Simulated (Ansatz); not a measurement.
## Worked example: BH4⁺, singlet against BH4, doublet

Geometry (PBE0/def2-TZVP stationary point of a doublet), kept for both states:

```xyz
5

B     0.0000    0.0000    0.0000
H     0.4147    0.8125    0.8107
H    -0.4243   -0.8077    0.8105
H    -0.4128    0.8086   -0.8154
H     0.4225   -0.8134   -0.8057
```

Basis 6-31G; Ansatz 0.2.0. Correlated methods freeze the noble-gas cores. Prefix R: restricted or restricted open-shell reference.

Full CI is exact within this basis and frozen core; it isn't the basis-set limit.

| level | E(BH4, doublet) (hartree) | E(BH4⁺, singlet) (hartree) |
| --- | --- | --- |
| RCCSD(T) | -26.946847 | -26.569536 |
| PBE | -27.070081 | -26.677627 |
| B3LYP | -27.132250 | -26.734053 |
| full CI | -26.947405 | -26.570344 |

**Question.** Give the vertical gap, BH4⁺ singlet less BH4 doublet, at each level in eV (1 hartree = 27.2114 eV), and each error against full CI.

**Answer.** full CI: (-26.570344 − (-26.947405)) × 27.2114 = 10.260 eV (the reference)
B3LYP: (-26.734053 − (-27.132250)) × 27.2114 = 10.835 eV, error 0.575 eV
PBE: (-26.677627 − (-27.070081)) × 27.2114 = 10.679 eV, error 0.419 eV
RCCSD(T): (-26.569536 − (-26.946847)) × 27.2114 = 10.267 eV, error 0.007 eV

Total energies of functionals can't be set beside those of wave-function methods, since they hold the core's correlation and their own absolute errors; only the differences compare.

The set has no polarisation functions, so the order and spacing of states can differ from the basis-set limit.

In so small a basis the reference is far from its limit while semilocal and hybrid functionals are nearer theirs, so the functionals' errors here hold much of the reference's basis and frozen-core error, which can add to them or hide them.

Each level lands on the state that its own search finds. T1 diagnostics of restricted CCSD: 0.014 and 0.009.
